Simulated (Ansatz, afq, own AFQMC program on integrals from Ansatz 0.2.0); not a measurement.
Integrals from Ansatz 0.2.0, then the random walk in our own AFQMC program (afq).

```yaml
crystal:
  periodic: [false, false, false]
  atoms:
    - {symbol: N, position_ang: [0.006280, 0.000084, 0.000000]}
    - {symbol: H, position_ang: [0.924197, 0.012416, -0.000063]}
    - {symbol: H, position_ang: [-0.517645, 0.880029, -0.002762]}
    - {symbol: H, position_ang: [-0.493817, -0.893617, 0.002832]}
basis:
  gaussian: {orbitals: 6-31G}
total_charge: 1
magnetization: {spin_polarized: true, initial_magnetization: 1}
correlation: {method: ccsd_t, electrons: outside_noble_gas, hamiltonian_folder: ham}
```

```sh
$ ansatz run in.yaml --threads 1 --pin off --events-out ev --progress --plain --max-ram 16896MiB --backend cuda --devices 0, --max-vram 18GiB
```

afq runs on the folder ham with

```
--method phaseless --trial cisd --walkers 4000 --populations 20 --least-time 60 --time-step 0.005 --steps-per-block 50 --equilibration-blocks 28 --max-blocks 4000 --target-error 0.00016 --factor-cut 1e-05 --start spin_pure --seed 1762 --release-times 0.24,0.51,0.99,1.62,2.4 --release-step 0.03 --release-every 3 --taylor-order 6
```

Times are imaginary, in 1/Eh. The walk had a cap of 122 s. With eight or more populations the least sampling time is a fifth of least-time, and the error comes from their spread.

Output of the walk:

```
orbitals 14  electrons 4 3  factors 85 of 228
reference energy -55.85004439 Eh
CCSD correlation -0.09979078 Eh in 8 cycles, weight of the determinant in the CISD state 0.9616
energy of the start -55.949772 Eh
 block  time / (1/Eh)  mean weight  energy / Eh
     1     0.250  1.0000  -55.949345
     2     0.500  1.0000  -55.949844
     3     0.750  0.9998  -55.950179
     4     1.000  1.0001  -55.950350
     5     1.250  0.9999  -55.950498
    12     3.000  1.0001  -55.950724
    19     4.750  0.9999  -55.951141
    26     6.500  0.9997  -55.950915
    33     8.250  1.0000  -55.950790
    36     9.000  0.9998  -55.951292
    40    10.000  1.0001  -55.950734
    47    11.750  0.9998  -55.951011
    54    13.500  0.9998  -55.950410
    61    15.250  1.0000  -55.950850
    68    17.000  0.9998  -55.951173
    75    18.750  1.0001  -55.950808
    78    19.500  0.9999  -55.950772
error from the spread of 20 populations
released: time / (1/Eh)  energy / Eh  error  mean overlap
  0.24  -55.950881  0.000024  0.9988
  0.51  -55.950879  0.000021  0.9984
  0.99  -55.950875  0.000021  0.9972
  1.62  -55.950920  0.000026  0.9961
  2.40  -55.950886  0.000019  0.9973
energy -55.950864 +/- 0.000036 Eh
(rows thinned)
```

The run passed its tests (sampling time, drift between the halves within three errors, error under three times the target), which doesn't prove that it has relaxed.

Against this walk (error 1.0 meV) on the same determinant: CCSD(T) 7.3 meV higher, CCSDT(Q) 0.2 meV lower (within the noise), CCSDTQ 0.5 meV lower (within the noise), full CI 0.6 meV lower (within the noise). The error is statistical and leaves out the bias of the constraint. Released to 2.40 1/Eh the energy moves by -0.6 ± 1.1 meV (both errors), within twice the noise.

Cautions: constraint bias not in the error.

The walk took 40 s on 1 × NVIDIA H100 80GB HBM3 with 2 threads of AMD EPYC 7R13 Processor (Zen 3) (shared host) (the card was shared). The log's last line is the phaseless energy.

CCSDT and higher add their correlation energy to the determinant of the CCSD(T) run, since their own runs factorise the integrals more tightly (a shift of under 2 meV). A walk keeps the symmetry of its determinant, which the program's search chose and which needn't be the lowest solution, so a lower state of the same spin and another symmetry isn't excluded.
